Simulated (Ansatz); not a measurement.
CH$_{2}$FNS, SMILES `N=C(F)S`. Charge 0, multiplicity 1.

```json
{"atom": "N1", "x (Å)": "-0.5470", "y (Å)": "0.0681", "z (Å)": "-1.1314"}
{"atom": "C2", "x (Å)": "0.4029", "y (Å)": "0.2029", "z (Å)": "-0.3405"}
{"atom": "F3", "x (Å)": "1.5622", "y (Å)": "0.6737", "z (Å)": "-0.7961"}
{"atom": "S4", "x (Å)": "0.6089", "y (Å)": "-0.1028", "z (Å)": "1.3841"}
{"atom": "H5", "x (Å)": "-1.3851", "y (Å)": "-0.2953", "z (Å)": "-0.6947"}
{"atom": "H6", "x (Å)": "-0.6417", "y (Å)": "-0.5466", "z (Å)": "1.5786"}
```

(1) List the harmonic frequencies (cm⁻¹, unscaled) at PBE0-D4/def2-TZVP in Ansatz. (Best estimate.)

(2) Is this a minimum?

(3) Give the ideal-gas thermochemistry at 298.15 K and 1 bar (rigid rotor, harmonic oscillator; point group Cs, symmetry number 1).

Answers

(1) Ansatz gave: 272, 356, 481, 614, 757, 819, 946, 998, 1251, 1774, 2727, 3592.

(2) Yes, all 12 modes are real.

(3) Zero-point energy 87.2 kJ/mol; H(298) − E = 101.0 kJ/mol; entropy 286.6 J/(mol·K), of which translation 163.4, rotation 104.2, vibration 19.0; G(298) − E = 15.6 kJ/mol.
